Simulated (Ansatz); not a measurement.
# One shape, several levels: HBS (hydrogen boron sulfide)

Aim: a comparison of 6 runs (HF/3-21G, CAM-B3LYP/def2-TZVPPD, HSE06/def2-TZVPPD, PBE-QIDH/def2-TZVPPD, PBE0/def2-TZVPPD, SVWN5/def2-TZVPPD) of HBS (hydrogen boron sulfide). 

Program for the calculation: Ansatz 0.2.0.

56 further runs of the same task are left out: 3 that didn't finish, 53 set aside as unsound or not needed.

## 1. The structure to begin with

HBS: 3 atoms, total charge 0, spin state singlet. As SMILES, `B=S`. One bond was lengthened or shortened from a relaxed shape.

Bond lengths: B1–S2 1.598 Å, B1–H3 1.351 Å. Angles: S2–B1–H3 180.0°.

## 2. The energy at HF/3-21G (run 1)

File in.yaml:

```yaml
crystal:
  periodic: [false, false, false]
  atoms:
    - {symbol: B, position_ang: [0.009618, 0.003218, -0.033820]}
    - {symbol: S, position_ang: [0.447448, 0.165418, -1.561860]}
    - {symbol: H, position_ang: [-0.360510, -0.133080, 1.258530]}
basis:
  gaussian:
    orbitals: 3-21G.json
total_charge: 0
hamiltonian:
  xc: hf
accuracy: high
output: {orbitals: {seedname: orbitals}}
```

The basis set 3-21G is read from a file made from the Basis Set Exchange's data (not shown).

Run with:

```console
$ ansatz run in.yaml --threads 1 --pin off --max-ram 3480MiB --events-out events.jsonl --progress --plain --runs-dir runs
```

The program printed:

```text
Warning: RAYON_NUM_THREADS=1 ignored (pool sized by the plan → 1); use --threads N
Functional definition: HF
  name "HF"
  exchange = exact_x
  correlation = 0
483 factors; integrals over basis functions are off by at most 3.4e-9 eV
mean field evaluation 1: about -11446.0451 eV, gradient 1.8e1 eV
mean field evaluation 2: about -11446.0490 eV, gradient 1.8e1 eV
mean field evaluation 4: about -11447.3289 eV, gradient 1.5e0 eV
mean field evaluation 8: about -11447.3446 eV, gradient 4.1e-4 eV
mean field -11447.34456410 eV, -420.6821534418 hartree, gradient 2.0e-8 eV, S^2 0.000000; 0 other end points of the search recorded, 0 dependent functions left out
reference -11447.34456410 eV, -420.6821534418 hartree; 11, 11 occupied and 13, 13 virtual orbitals, 483 factors
Total energy: -11447.34456410 eV, -420.6821534418 hartree
```

It took 0.14 s on 1 thread of Arm Neoverse V1, shared host.

## 3. The energy at CAM-B3LYP/def2-TZVPPD (run 2)

Edit in.yaml of step 2 so:

```diff
@@ -8,6 +8,5 @@
   gaussian:
-    orbitals: 3-21G.json
-total_charge: 0
+    orbitals: def2-TZVPPD.json
 hamiltonian:
-  xc: hf
+  xc: {name: CAM-B3LYP}
 accuracy: high
```

The basis set def2-TZVPPD is read from a file made from the Basis Set Exchange's data (not shown).

Run with:

```console
$ ansatz run in.yaml --threads 1 --pin off --max-ram 3480MiB --events-out events.jsonl --progress --plain --runs-dir runs
```

The program printed:

```text
Warning: RAYON_NUM_THREADS=1 ignored (pool sized by the plan → 1); use --threads N
Functional definition: CAM-B3LYP
  name "CAM-B3LYP"
  parameter alpha = 0.19
  parameter beta = 0.46
  parameter omega = 0.33/bohr
  parameter ac = 0.81
  exchange = (1 - alpha - beta)*b88_x + beta*b88_x_sr(omega) + alpha*exact_x + beta*exact_x_lr(omega)
  correlation = (1 - ac)*vwn5_c + ac*lyp_c
1409 factors; integrals over basis functions are off by at most 3.7e-9 eV
372 factors; integrals over basis functions are off by at most 1.4e-9 eV
mean field evaluation 1: about -11527.3460 eV, gradient 1.6e1 eV
mean field evaluation 2: about -11527.6856 eV, gradient 1.3e1 eV
mean field evaluation 4: about -11528.0628 eV, gradient 1.3e0 eV
mean field evaluation 8: about -11528.0676 eV, gradient 3.8e-3 eV
mean field evaluation 16: about -11528.0676 eV, gradient 6.6e-7 eV
mean field -11528.06762260 eV, -423.6486711256 hartree, gradient 4.4e-8 eV, S^2 0.000000; 0 other end points of the search recorded, 0 dependent functions left out
reference -11528.06763842 eV, -423.6486717072 hartree; 11, 11 occupied and 94, 94 virtual orbitals, 1409 factors
Total energy: -11528.06763842 eV, -423.6486717072 hartree
```

Wall time 4.8 s (1 thread of Arm Neoverse V1, shared host); peak memory 0.24 GiB.

Runs 3 to 5 aren't shown in full; the table further down has their settings and results.

## 4. A single-point energy at SVWN5/def2-TZVPPD (run 6)

File job.yaml:

```yaml
crystal:
  periodic: [false, false, false]
  atoms:
    - {symbol: B, position_ang: [0.009618, 0.003218, -0.033820]}
    - {symbol: S, position_ang: [0.447448, 0.165418, -1.561860]}
    - {symbol: H, position_ang: [-0.360510, -0.133080, 1.258530]}
basis:
  gaussian: {orbitals: def2-TZVPPD.json}
hamiltonian: {xc: {name: SVWN5}}
output: {orbitals: {seedname: orbitals}}
accuracy: high
```

The basis set def2-TZVPPD is read from a file made from the Basis Set Exchange's data (not shown).

Run with:

```console
$ ansatz run job.yaml --threads 1 --pin off --max-ram 3480MiB --events-out events.jsonl --progress --plain --runs-dir runs
```

The program printed:

```text
Warning: RAYON_NUM_THREADS=1 ignored (pool sized by the plan → 1); use --threads N
Functional definition: SVWN5
  name "SVWN5"
  exchange = slater_x
  correlation = vwn5_c
1409 factors; integrals over basis functions are off by at most 3.7e-9 eV
mean field evaluation 1: about -11480.6683 eV, gradient 3.0e1 eV
mean field evaluation 2: about -11474.9561 eV, gradient 5.1e1 eV
mean field evaluation 4: about -11483.2453 eV, gradient 2.4e0 eV
mean field evaluation 8: about -11483.2574 eV, gradient 1.2e-1 eV
mean field evaluation 16: about -11483.2574 eV, gradient 1.5e-6 eV
mean field -11483.25738988 eV, -422.0019254468 hartree, gradient 2.0e-8 eV, S^2 0.000000; 0 other end points of the search recorded, 0 dependent functions left out
reference -11483.25739412 eV, -422.0019256024 hartree; 11, 11 occupied and 94, 94 virtual orbitals, 1409 factors
Total energy: -11483.25739412 eV, -422.0019256024 hartree
```

Run time: 2.4 s. Hardware: 1 thread of Arm Neoverse V1, shared host; peak memory 0.18 GiB.

## 5. The series

```
run                  level  frozen core orbitals  energy (Eh)  HOMO energy (eV)  LUMO energy (eV)  HOMO–LUMO gap (eV)  wall time
  1               HF/3-21G                     –  -420.682153            -11.25              2.35               13.60     0.14 s
  2  CAM-B3LYP/def2-TZVPPD                     –  -423.648672             -9.86             -0.17                9.68      4.8 s
  3      HSE06/def2-TZVPPD                     –  -423.470541             -8.18             -1.64                6.54      4.2 s
  4   PBE-QIDH/def2-TZVPPD                     6  -423.388730            -10.27              0.53               10.80      5.4 s
  5       PBE0/def2-TZVPPD                     –  -423.479730             -8.58             -1.26                7.32      3.6 s
  6      SVWN5/def2-TZVPPD                     –  -422.001926             -7.60             -2.36                5.24      2.4 s
```

## 6. Results

```
            quantity          value
 run 6: total energy  -422.00193 Eh
  run 6: HOMO energy       -7.60 eV
  run 6: LUMO energy       -2.36 eV
run 6: HOMO–LUMO gap        5.24 eV
```

What this shows: The HOMO–LUMO gap runs from 5.24 eV (SVWN5/def2-TZVPPD) to 13.60 eV (HF/3-21G). The two ends differ in method and basis. Totals of different functionals can't be ranked against each other. All runs together took 21 s, the longest 5.4 s.
